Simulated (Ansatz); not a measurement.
System: CH5Si, charge 0, doublet. CH5Si (SMILES C[SiH2], doublet).
B3LYP-D3(BJ)/def2-TZVP minimum from Ansatz (an electronic-structure program):
```
C
H 1 1.0909
H 1 1.0909 2 108.23
H 1 1.0938 2 108.08 3 116.82
Si 1 1.8820 2 110.96 3 -121.97
H 5 1.4873 1 111.50 2 -58.56
H 5 1.4873 6 109.34 1 123.76
```
Charge 0, spin multiplicity 2.

Total energies in aug-cc-pV(D+d)Z, 13 correlated electrons, 6 frozen orbitals. Open shells are spin-unrestricted; no spin-orbit coupling. Cores are frozen in correlated methods. No relativity.

```csv
method,program,energy (Eh),minus CCSDT(Q) (mEh)
HF,Ansatz,-329.68014,296.16
MP2,Ansatz,-329.92743,48.87
CCSD,Ansatz,-329.96674,9.56
CCSD(T),Ansatz,-329.97492,1.38
CCSDT(Q),Ansatz,-329.97630,0.00
```

Rough core times of Ansatz's runs on a shared machine: CCSD(T) under 20 s, CCSDT(Q) 20 min.
